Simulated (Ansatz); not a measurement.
# F2 (fluorine) at BHLYP/cc-pVTZ

What is the vertical ionisation energy of F2 (fluorine) at BHLYP/cc-pVTZ? 

The calculation is run with Ansatz 0.2.0.

18 further runs of the same task are left out: 18 set aside as unsound or not needed.

## (1) The structure to begin with

The species is F2 (2 atoms), meant as a singlet with charge 0. As SMILES, `FF`. Geometry: relaxed at PBE0-D4/def2-TZVP.

Bond lengths: F1–F2 1.376 Å.

## (2) The energy at BHLYP/cc-pVTZ

Contents of in.yaml:

```yaml
crystal:
  periodic: [false, false, false]
  atoms:
    - {symbol: F, position_ang: [-0.583900, 0.212400, -0.295000]}
    - {symbol: F, position_ang: [0.583900, -0.212400, 0.295000]}
basis:
  gaussian:
    orbitals: cc-pVTZ
output: {orbitals: {seedname: orbitals}}
hamiltonian:
  xc: {name: BHLYP}
accuracy: high
```

Started as:

```sh
$ ansatz run in.yaml --threads 1 --pin off --max-ram 3480MiB --events-out events.jsonl --progress --plain --runs-dir runs
```

The log of the run:

```text
Warning: RAYON_NUM_THREADS=1 ignored (pool sized by the plan → 1); use --threads N
Functional definition: BHLYP
  name "BHLYP"
  parameter a = 0.5
  exchange = (1 - a)*b88_x + a*exact_x
  correlation = lyp_c
852 factors; integrals over basis functions are off by at most 2.5e-9 eV
mean field evaluation 1: about -5428.4097 eV, gradient 1.7e1 eV
mean field evaluation 2: about -5428.6772 eV, gradient 6.3e0 eV
mean field evaluation 4: about -5428.7158 eV, gradient 6.7e-1 eV
mean field evaluation 8: about -5428.7246 eV, gradient 1.3e-3 eV
mean field evaluation 16: about -5428.7246 eV, gradient 5.3e-8 eV
mean field -5428.72459798 eV, -199.5019492541 hartree, gradient 8.3e-8 eV, S^2 0.000000; 0 other end points of the search recorded, 0 dependent functions left out
reference -5428.72460738 eV, -199.5019495996 hartree; 9, 9 occupied and 51, 51 virtual orbitals, 852 factors
Total energy: -5428.72460738 eV, -199.5019495996 hartree
```

It took 1.1 s on 1 thread of Intel Xeon Platinum 8488C (Sapphire Rapids), shared host; peak memory 0.12 GiB.

## (3) The doublet cation

Contents of run.yaml:

```yaml
crystal:
  periodic: [false, false, false]
  atoms:
    - symbol: F
      position_ang: [-0.583900, 0.212400, -0.295000]
    - symbol: F
      position_ang: [0.583900, -0.212400, 0.295000]
basis:
  gaussian: {orbitals: cc-pVTZ}
total_charge: 1
magnetization: {spin_polarized: true, initial_magnetization: 1}
hamiltonian: {xc: {name: BHLYP}}
accuracy: high
output: {orbitals: {seedname: orbitals}}
```

Started as:

```sh
$ ansatz run run.yaml --threads 1 --pin off --max-ram 3480MiB --events-out events.jsonl --progress --plain --runs-dir runs
```

The log of the run:

```text
Warning: RAYON_NUM_THREADS=1 ignored (pool sized by the plan → 1); use --threads N
[... 5 set-up lines as earlier in the session ...]
852 factors; integrals over basis functions are off by at most 2.5e-9 eV
mean field evaluation 1: about -5411.9486 eV, gradient 1.7e1 eV
mean field evaluation 2: about -5412.4341 eV, gradient 8.0e0 eV
mean field evaluation 4: about -5412.5654 eV, gradient 2.3e-1 eV
mean field evaluation 8: about -5412.5912 eV, gradient 1.9e-3 eV
mean field evaluation 16: about -5412.5912 eV, gradient 6.0e-7 eV
mean field evaluation 32: about -5412.5958 eV, gradient 1.2e-7 eV
mean field -5412.59579032 eV, -198.9092265052 hartree, gradient 2.6e-8 eV, S^2 0.762371; 5 other end points of the search recorded, 0 dependent functions left out
reference -5412.59580110 eV, -198.9092269014 hartree; 9, 8 occupied and 51, 52 virtual orbitals, 852 factors
Total energy: -5412.59580110 eV, -198.9092269014 hartree
```

It took 6.3 s on 1 thread of Intel Xeon Platinum 8488C (Sapphire Rapids), shared host; peak memory 0.15 GiB.

## (4) Results

Level: BHLYP/cc-pVTZ.

```
                                          quantity          value
                          singlet F2: total energy  -199.50195 Eh
                           singlet F2: HOMO energy      -13.91 eV
                           singlet F2: LUMO energy       -1.21 eV
                         singlet F2: HOMO–LUMO gap       12.70 eV
                      doublet cation: total energy  -198.90923 Eh
doublet cation: HOMO energy (highest over α and β)      -26.91 eV
 doublet cation: LUMO energy (lowest over α and β)      -18.28 eV
                              doublet cation: ⟨S²⟩          0.762
vertical ionisation energy (to the doublet cation)      16.129 eV
```

What this shows: Removing an electron at fixed nuclei costs 16.13 eV (1556 kJ/mol). The negative HOMO energy of the first species, 13.91 eV, lies 2.21 eV below that difference.
